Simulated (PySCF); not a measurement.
# CH5BO: a tour of settings

Aim: see how CH5BO (`BOC`) answers to the choice of functional, basis, grid and SCF options.

Programs: PySCF 2.14.0, with density-fitted response routines of our own. Each step states its level of theory. These are calculated values for one molecule in the gas phase, unless marked as measured. Atoms count from 0, in the outputs and in this text.

## Step 1: The molecule as given

8 atoms, charge 0, multiplicity 1; geometry from: GFN2-xTB.

Bonds of the start (Å): B0–O1 1.32, O1–C2 1.40, B0–H3 1.18, B0–H4 1.17, C2–H5 1.09, C2–H6 1.09, C2–H7 1.09.

## Step 2: J couplings: PBE0/aug-cc-pVDZ

The job: settings as JSON, then the geometry in Å.

```
{"job": {"kind": "j", "xc": "PBE0", "basis": "aug-cc-pVDZ", "scf": {"level_shift": 0.3}}, "charge": 0, "multiplicity": 1}
B      1.325739    -0.161484     0.225488
O      0.206409     0.499803     0.455938
C     -1.041987     0.184885    -0.105120
H      1.373560    -1.099386    -0.492814
H      2.273646     0.243594     0.781212
H     -1.399805     1.049009    -0.670288
H     -0.982722    -0.683114    -0.767771
H     -1.745782    -0.023895     0.704270
```

Level: PBE0/aug-cc-pVDZ indirect spin-spin coupling, non-relativistic, gas phase.

On the command line:

```sh
$ OMP_NUM_THREADS=1 python probes_run.py task.json out
```

This one command runs all jobs of the session in turn.

What it wrote:

```text
final grid: 60488 points
cycle   1  E = -140.9735964413  dE =  2.203e-01  |g| = 5.662e-01  |ddm| = 6.073e+00
cycle   2  E = -140.9950704860  dE = -2.147e-02  |g| = 5.386e-01  |ddm| = 1.447e+00
cycle   3  E = -141.0412107023  dE = -4.614e-02  |g| = 1.236e-01  |ddm| = 5.221e-01
cycle   4  E = -141.0441563290  dE = -2.946e-03  |g| = 2.344e-02  |ddm| = 1.572e-01
cycle   5  E = -141.0442931868  dE = -1.369e-04  |g| = 4.003e-03  |ddm| = 4.630e-02
cycle   6  E = -141.0443001206  dE = -6.934e-06  |g| = 1.472e-03  |ddm| = 1.659e-02
cycle   7  E = -141.0443011252  dE = -1.005e-06  |g| = 4.343e-04  |ddm| = 6.236e-03
cycle   8  E = -141.0443012693  dE = -1.440e-07  |g| = 1.671e-04  |ddm| = 2.293e-03
cycle   9  E = -141.0443012944  dE = -2.518e-08  |g| = 6.992e-05  |ddm| = 8.831e-04
cycle  10  E = -141.0443012990  dE = -4.541e-09  |g| = 3.064e-05  |ddm| = 3.629e-04
cycle  11  E = -141.0443012998  dE = -8.626e-10  |g| = 1.315e-05  |ddm| = 1.597e-04
level shift removed, Fock matrix diagonalised once more
converged SCF energy = -141.0443012998

Indirect spin-spin couplings (Hz)
  i      j    bonds     total        FC       PSO       DSO        SD
  0 B    1 O    1     -9.200   -15.212     6.369    -0.083    -0.274
  0 B    2 C    2     -1.756    -1.395    -0.206    -0.174     0.019
  0 B    3 H    1    125.219   125.225    -1.178     0.764     0.408
  0 B    4 H    1    129.820   129.719    -1.105     0.736     0.471
  0 B    5 H    3      3.221     3.591     0.403    -0.768    -0.005
  0 B    6 H    3      4.563     4.932    -0.202    -0.123    -0.043
  0 B    7 H    3      3.204     3.574     0.401    -0.766    -0.005
  1 O    2 C    1      4.173     6.566    -1.005    -0.100    -1.289
  1 O    3 H    2      2.988     1.721     1.144     0.206    -0.082
  1 O    4 H    2    -12.681   -13.819     1.032     0.139    -0.033
  1 O    5 H    2     -2.939    -2.606    -0.592     0.149     0.111
  1 O    6 H    2     -0.154     0.027    -0.460     0.203     0.076
  1 O    7 H    2     -2.909    -2.576    -0.592     0.148     0.111
  2 C    3 H    3      7.645     7.801     0.008    -0.117    -0.047
  2 C    4 H    3      9.028     9.213     0.328    -0.578     0.065
  2 C    5 H    1    152.270   151.478     0.180     0.681    -0.068
  2 C    6 H    1    148.799   147.994     0.161     0.706    -0.062
  2 C    7 H    1    152.236   151.444     0.180     0.681    -0.068
  3 H    4 H    2     11.046    11.579     1.350    -2.122     0.240
  3 H    5 H    4     -1.073    -0.649     1.005    -1.414    -0.014
  3 H    7 H    4     -1.074    -0.652     1.002    -1.410    -0.014
  4 H    5 H    4     -1.367    -0.874     1.237    -1.735     0.005
  4 H    6 H    4     -1.053    -0.481     1.089    -1.677     0.015
  4 H    7 H    4     -1.375    -0.882     1.236    -1.734     0.005
  5 H    6 H    2    -10.844   -10.613     2.095    -2.744     0.418
  5 H    7 H    2    -12.236   -12.038     2.118    -2.763     0.446
  6 H    7 H    2    -10.851   -10.619     2.095    -2.744     0.418
```

Run time: 5.5 s. Hardware: 1 thread of Arm Neoverse V2, shared host; peak memory 0.45 GiB.

This basis has no tight s functions, so the Fermi-contact terms are rough.

Couplings of 1 Hz or more over one to four bonds, nine at most for each number, with means over like pairs (isotopes 11B, 13C, 1H, 17O):

| pair | bonds | J (Hz) | Fermi contact (Hz) |
| --- | --- | --- | --- |
| C2–H5 | 1 | 151.1 | 150.3 |
| B0–H3 | 1 | 127.5 | 127.5 |
| B0–O1 | 1 | -9.2 | -15.2 |
| O1–C2 | 1 | 4.2 | 6.6 |
| H5–H6 | 2 | -11.3 | -11.1 |
| H3–H4 | 2 | 11.0 | 11.6 |
| O1–H3 | 2 | -4.8 | -6.0 |
| O1–H5 | 2 | -2.0 | -1.7 |
| B0–C2 | 2 | -1.8 | -1.4 |
| C2–H3 | 3 | 8.3 | 8.5 |
| B0–H5 | 3 | 3.7 | 4.0 |

Means hide unlike values in this fixed geometry: O1–H3 from -12.7 to 3.0 Hz. They hold only if the pairs exchange fast.

Quadrupole couplings from the field gradients of the same density:

```
atom  isotope  eQq/h (MHz)     η
  O1      17O       -7.901  0.43
  B0      11B        3.862  0.32
```

## Step 3: Shielding tensors: LDA/pcSseg-1

Settings changed since step 2:

```diff
@@ -1,2 +1,2 @@
-{"job": {"kind": "j", "xc": "PBE0", "basis": "aug-cc-pVDZ", "scf": {"level_shift": 0.3}}, "charge": 0, "multiplicity": 1}
+{"job": {"kind": "nmr", "xc": "LDA", "basis": "pcSseg-1", "pop": false, "scf": {"level_shift": 0.9, "max_cycle": 67}}, "charge": 0, "multiplicity": 1}
 B      1.325739    -0.161484     0.225488
```

Level: GIAO LDA/pcSseg-1 NMR shielding, non-relativistic, gas phase.

What it wrote, cut to the lines that bear on the results:

```text
final grid: 60488 points
cycle   1  E = -139.8218867857  dE =  2.207e-01  |g| = 7.720e-01  |ddm| = 2.095e+00
cycle   2  E = -139.9305624210  dE = -1.087e-01  |g| = 4.282e-01  |ddm| = 5.119e-01
cycle   3  E = -139.9551381894  dE = -2.458e-02  |g| = 1.877e-01  |ddm| = 1.830e-01
cycle   4  E = -139.9614468633  dE = -6.309e-03  |g| = 7.827e-02  |ddm| = 9.817e-02
cycle   5  E = -139.9628741090  dE = -1.427e-03  |g| = 3.167e-02  |ddm| = 5.340e-02
cycle   6  E = -139.9632553628  dE = -3.813e-04  |g| = 1.701e-02  |ddm| = 3.325e-02
cycle   7  E = -139.9633990347  dE = -1.437e-04  |g| = 1.082e-02  |ddm| = 2.183e-02
cycle   8  E = -139.9634657655  dE = -6.673e-05  |g| = 7.124e-03  |ddm| = 1.531e-02
cycle   9  E = -139.9634978409  dE = -3.208e-05  |g| = 5.356e-03  |ddm| = 1.083e-02
cycle  10  E = -139.9635148331  dE = -1.699e-05  |g| = 4.179e-03  |ddm| = 7.601e-03
[... 12 cycles left out ...]
cycle  23  E = -139.9635368234  dE = -2.093e-08  |g| = 2.453e-04  |ddm| = 1.371e-04
cycle  24  E = -139.9635368364  dE = -1.294e-08  |g| = 1.936e-04  |ddm| = 1.046e-04
cycle  25  E = -139.9635368443  dE = -7.928e-09  |g| = 1.529e-04  |ddm| = 8.000e-05
cycle  26  E = -139.9635368491  dE = -4.857e-09  |g| = 1.209e-04  |ddm| = 6.128e-05
cycle  27  E = -139.9635368522  dE = -3.015e-09  |g| = 9.539e-05  |ddm| = 4.723e-05
cycle  28  E = -139.9635368540  dE = -1.849e-09  |g| = 7.522e-05  |ddm| = 3.637e-05
cycle  29  E = -139.9635368552  dE = -1.145e-09  |g| = 5.923e-05  |ddm| = 2.811e-05
cycle  30  E = -139.9635368559  dE = -7.031e-10  |g| = 4.662e-05  |ddm| = 2.176e-05
cycle  31  E = -139.9635368563  dE = -4.351e-10  |g| = 3.668e-05  |ddm| = 1.686e-05
cycle  32  E = -139.9635368566  dE = -2.688e-10  |g| = 2.884e-05  |ddm| = 1.309e-05
level shift removed, Fock matrix diagonalised once more
converged SCF energy = -139.9635368566

GIAO shielding tensors (ppm)
atom      isotropic    diamagn.    paramagn.     s11        s22        s33       span
  0 B       43.706     196.831    -153.125      7.113     32.796     91.209     84.095
  1 O       95.994     392.775    -296.781   -167.726     83.499    372.208    539.935
  2 C      114.357     246.264    -131.907     72.486     89.448    181.136    108.650
  3 H       25.731      30.564      -4.834     24.151     26.282     26.759      2.609
  4 H       26.135      30.031      -3.896     25.877     26.050     26.477      0.600
  5 H       26.617      28.152      -1.535     23.609     24.965     31.276      7.667
  6 H       27.123      29.278      -2.156     25.394     25.680     30.294      4.901
  7 H       26.617      28.137      -1.520     23.606     24.963     31.282      7.676
```

Wall time 5.8 s (1 thread of Arm Neoverse V2, shared host).

Despite a large level shift, the SCF converged in 32 cycles.

The references, computed at this level on geometries of the same kind, shield at (ppm): ¹H TMS 31.27, ¹³C TMS 183.3, ¹⁷O H2O 344.3, ¹¹B BF3·OEt2 92.3. Their shielding less the atom's gives the shift. The references are single molecules in the gas phase, so shifts against H2O, NH3, PH3, H3PO4 or CFCl3 are not on the usual liquid scales and can be off by tens of ppm. Atoms listed in one row are averaged.

```csv
atoms,environment,σ (ppm),δ (ppm)
C2,methyl carbon bonded to O,114.4,69.0
"H3, H4",hydrogen on a boron bonded to O,25.93,5.34
"H5, H6, H7",hydrogen on a methyl carbon bonded to O,26.79,4.49
B0,"boron bonded to O, 2 H",43.7,48.6
O1,"oxygen bonded to C, B",96.0,248.3
```

Orbitals, density, ELF and potential are computed afterwards from the orbital file.

Frontier orbitals at LDA/pcSseg-1, with the share of their density that lies nearest to each atom:

| orbital | energy (eV) | lies on |
| --- | --- | --- |
| HOMO | -7.04 | O1 32 %; H3, H4 about 25 % each; B0 10 % |
| LUMO | -1.41 | B0 48 %; O1 18 %; H3, H4 about 15 % each |

ELF in a plane through or near 6 of the atoms.

Ten even steps from '0' (0.00) to '9' (1.00):
```
0000000000000000000000000000
0000000000000000000000000000
0000000000000000000000000000
0000000000000000000000000000
0000014510003431000000000000
0000269951016763000000000000
0000799995038984001000000000
0002999999257486234300000000
0002999999264867456510000000
0001899981538787546510000000
0000246651414445323310000000
0000001489982038996200000000
0000002699994059998400000000
0000004899995059999600000000
0000003899993028998400000000
0000001699992003884100000000
0000000035530000000000000000
0000000000000000000000000000
0000000000000000000000000000
0000000000000000000000000000
```
The map spans 9.8 Å across and 7.5 Å up, centred on the molecule. Atoms in the plane (x, y in Å): B0 (-1.4, 0.0), O1 (-0.2, 0.7), C2 (1.1, 0.0), H3 (-1.4, -1.1), H4 (-2.3, 0.7), H6 (1.0, -1.0).

On the surface of density 0.002 e/bohr³ the electrostatic potential runs, from the 1st to the 99th percentile, from -1.14 V near O1 to 1.01 V near H5.

[end of part 1 of 2]
